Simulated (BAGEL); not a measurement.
# CH4Si (SMILES C[SiH]): B3LYP/def2-TZVP (density fitting with qzvpp-jkfit)

What is the energy change on altering one bond length of CH4Si at B3LYP/def2-TZVP (density fitting with qzvpp-jkfit)? 

The results are computed with BAGEL 1.2.2.

2 further runs of the same task are left out: 2 set aside as unsound or not needed.

## Step 1: The molecule

CH4Si has 6 atoms, charge 0, and is taken as a singlet. As SMILES, `C[SiH]`. The coordinates come from a PBE0-D4/def2-TZVP relaxation.

Bond lengths: C1–Si2 1.892 Å, C1–H3 1.098 Å, C1–H4 1.091 Å, C1–H5 1.098 Å, Si2–H6 1.531 Å. Angles: C1–Si2–H6 94.2°, Si2–C1–H3 109.7°, Si2–C1–H4 113.8°, Si2–C1–H5 109.5°, H3–C1–H4 109.0°, H3–C1–H5 105.5°, H4–C1–H5 109.0°.

## Step 2: The energy at B3LYP/def2-TZVP (density fitting with qzvpp-jkfit)

File job.json:

```json
{ "bagel" : [

{
  "title" : "molecule",
  "basis" : "def2-tzvp.json",
  "df_basis" : "qzvpp-jkfit",
  "angstrom" : true,
  "geometry" : [
    { "atom" : "C", "xyz" : [   -0.093500,   -0.366000,   -0.370300 ] },
    { "atom" : "Si", "xyz" : [    0.917300,    0.209800,    1.122300 ] },
    { "atom" : "H", "xyz" : [   -1.156900,   -0.410100,   -0.102200 ] },
    { "atom" : "H", "xyz" : [    0.215000,   -1.335600,   -0.763000 ] },
    { "atom" : "H", "xyz" : [   -0.024000,    0.382000,   -1.170800 ] },
    { "atom" : "H", "xyz" : [    0.142200,    1.520000,    1.284000 ] }
  ]
},
{ "title" : "ks", "xc_func" : "b3lyp" },
{ "title" : "print", "file" : "orbitals.molden", "orbitals" : true }

]}
```

The basis set def2-TZVP is read from a file made from the Basis Set Exchange's data (not shown).

Command:

```sh
$ BAGEL_NUM_THREADS=1 BAGEL job.json > job.out
```

The log of the run:

```text
* using 1 threads per process

  ===============================================================
  ===============================================================

  *** Geometry ***

  { "atom" : "C", "xyz" : [     -0.176689,     -0.691640,     -0.699766 ] },
  { "atom" : "Si", "xyz" : [      1.733446,      0.396465,      2.120840 ] },
  { "atom" : "H", "xyz" : [     -2.186224,     -0.774977,     -0.193130 ] },
  { "atom" : "H", "xyz" : [      0.406291,     -2.523918,     -1.441861 ] },
  { "atom" : "H", "xyz" : [     -0.045353,      0.721875,     -2.212491 ] },
  { "atom" : "H", "xyz" : [      0.268719,      2.872384,      2.426408 ] },

  Number of auxiliary basis functions:      275

  Since a DF basis is specified, we compute 2- and 3-index integrals:
    o Being stored without compression. Storage requirement is 0.019 GB

  Number of basis functions:       92
  Number of electrons      :       24

    * METHOD: MOLECULE                             0.07

  *** Kohn-Sham DFT ***

    * Removing 9143 points whose weight is below 1.00e-10
    * Grid points: 80293

  === Nuclear Repulsion ===
    48.6036936582

       - DIIS with orbital gradients will be used.

  === KS iteration (b3lyp / def2-tzvp.json) ===
      0       -271.10202468          0.15598735           0.17
      1       -218.48918975          0.21270409           0.17
      2       -273.24872321          0.15646304           0.17
      3       -328.09202931          0.06525769           0.17
      4       -329.04376367          0.05972436           0.17
      5       -329.89216204          0.01520795           0.17
      6       -329.92994063          0.01355110           0.17
      7       -329.98054609          0.00425165           0.17
      8       -329.98640616          0.00068588           0.17
      9       -329.98652701          0.00018298           0.17
     10       -329.98653575          0.00001997           0.17
     11       -329.98653586          0.00000819           0.17
     12       -329.98653588          0.00000231           0.17
     13       -329.98653589          0.00000040           0.17
     14       -329.98653589          0.00000012           0.17
     15       -329.98653589          0.00000008           0.17
     16       -329.98653589          0.00000002           0.17
     17       -329.98653589          0.00000000           0.17
    * SCF iteration converged.

    * Permanent dipole moment:
           (    0.249717,     0.073080,     0.317216) a.u.

    * METHOD: KS                                   3.37

    * METHOD: PRINT                                0.01

  ===============================================================
```

Wall time 3.9 s (1 thread of Arm Neoverse V2, shared host); peak memory 0.34 GiB.

## Step 3: The distorted shape

File input.json:

```json
{ "bagel" : [

{
  "title" : "molecule",
  "basis" : "def2-tzvp.json",
  "df_basis" : "qzvpp-jkfit",
  "angstrom" : true,
  "geometry" : [
    { "atom" : "C", "xyz" : [    1.182545,   -0.313081,   -0.692011 ] },
    { "atom" : "Si", "xyz" : [    2.193345,    0.262719,    0.800589 ] },
    { "atom" : "H", "xyz" : [   -1.156900,   -0.410100,   -0.102200 ] },
    { "atom" : "H", "xyz" : [    1.491045,   -1.282681,   -1.084711 ] },
    { "atom" : "H", "xyz" : [    1.252045,    0.434919,   -1.492511 ] },
    { "atom" : "H", "xyz" : [    1.418245,    1.572919,    0.962289 ] }
  ]
},
{
  "title" : "ks",
  "xc_func" : "b3lyp"
},
{
  "title" : "print",
  "file" : "orbitals.molden",
  "orbitals" : true
}

]}
```

The basis set def2-TZVP is read from a file made from the Basis Set Exchange's data (not shown).

Command:

```sh
$ BAGEL_NUM_THREADS=1 BAGEL input.json > input.out
```

The log of the run:

```text
* using 1 threads per process

  ===============================================================
  ===============================================================

  *** Geometry ***

  { "atom" : "C", "xyz" : [      2.234686,     -0.591637,     -1.307711 ] },
  { "atom" : "Si", "xyz" : [      4.144821,      0.496467,      1.512894 ] },
  { "atom" : "H", "xyz" : [     -2.186224,     -0.774977,     -0.193130 ] },
  { "atom" : "H", "xyz" : [      2.817667,     -2.423916,     -2.049807 ] },
  { "atom" : "H", "xyz" : [      2.366022,      0.821878,     -2.820437 ] },
  { "atom" : "H", "xyz" : [      2.680095,      2.972386,      1.818463 ] },

  Number of auxiliary basis functions:      275

  Since a DF basis is specified, we compute 2- and 3-index integrals:
    o Being stored without compression. Storage requirement is 0.019 GB

  Number of basis functions:       92
  Number of electrons      :       24

    * METHOD: MOLECULE                             0.07

  *** Kohn-Sham DFT ***

    * Removing 7999 points whose weight is below 1.00e-10
    * Grid points: 81437

  === Nuclear Repulsion ===
    45.8637882137

       - DIIS with orbital gradients will be used.

  === KS iteration (b3lyp / def2-tzvp.json) ===
      0       -271.31850410          0.15767894           0.18
      1       -221.44055970          0.19198804           0.18
      2       -274.13127182          0.15568079           0.17
      3       -328.71069552          0.05758558           0.18
      4       -327.09786942          0.08408056           0.17
      5       -329.34495561          0.03537648           0.17
      6       -329.46894146          0.02923745           0.17
      7       -329.68599526          0.01976131           0.17
      8       -329.81886301          0.00418158           0.18
      9       -329.82449486          0.00098479           0.18
     10       -329.82478806          0.00020280           0.17
     11       -329.82477947          0.00018698           0.17
     12       -329.82479985          0.00002025           0.17
     13       -329.82480000          0.00001264           0.17
     14       -329.82480006          0.00000309           0.18
     15       -329.82480006          0.00000122           0.18
     16       -329.82480006          0.00000045           0.18
     17       -329.82480006          0.00000026           0.18
     18       -329.82480006          0.00000005           0.18
     19       -329.82480006          0.00000001           0.18
    * SCF iteration converged.

    * Permanent dipole moment:
           (   -0.453491,    -0.041725,     0.189139) a.u.

    * METHOD: KS                                   3.84

    * METHOD: PRINT                                0.01

  ===============================================================
```

Wall time 4.2 s (1 thread of Arm Neoverse V2, shared host); peak memory 0.34 GiB.

## Step 4: What came out

At B3LYP/def2-TZVP (density fitting with qzvpp-jkfit):

| quantity | value |
| --- | --- |
| first shape: total energy | -329.98654 Eh |
| first shape: dipole moment | 1.04 D |
| first shape: HOMO energy | -6.14 eV |
| first shape: LUMO energy | -2.73 eV |
| first shape: HOMO–LUMO gap | 3.41 eV |
| distorted shape: total energy | -329.82480 Eh |
| distorted shape: dipole moment | 1.25 D |
| distorted shape: HOMO energy | -6.44 eV |
| distorted shape: LUMO energy | -4.07 eV |
| distorted shape: HOMO–LUMO gap | 2.37 eV |
| energy change with the C1–H3 bond stretched from 1.098 to 2.415 Å | 4.401 eV |

**Reading.** One bond (distorted shape) is far stretched, which a spin-restricted single reference describes badly; a broken-symmetry solution may lie lower. With the C1–H3 bond stretched from 1.098 to 2.415 Å the energy rises by 4.40 eV (101 kcal/mol). The first shape isn't relaxed at this level, so the change isn't measured from a minimum. A restricted reference can't describe the breaking bond well at this length.
